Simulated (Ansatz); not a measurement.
# Wurtzite ZnS (high-temperature phase): Voigt–Reuss–Hill bulk modulus by level of theory

No measured value is used here.

```
level (code)     value (GPa)  cell (Å³/atom)
---------------  -----------  --------------
LDA (Ansatz)             ___           18.58
PBE (Ansatz)            69.1           20.18
r²SCAN (Ansatz)         78.2           19.59
HSE06 (Ansatz)          74.7           19.98
```

### Question
Fill in the missing entries.

### Answer

- LDA (Ansatz, a program for electronic structure), value (GPa): 86.1

Each level is taken at its own relaxed cell. Cutoffs and k meshes differ between the levels. Ansatz's density-functional and Hartree–Fock values are scalar-relativistic unless marked +SOC, with PAW data made under PBE.
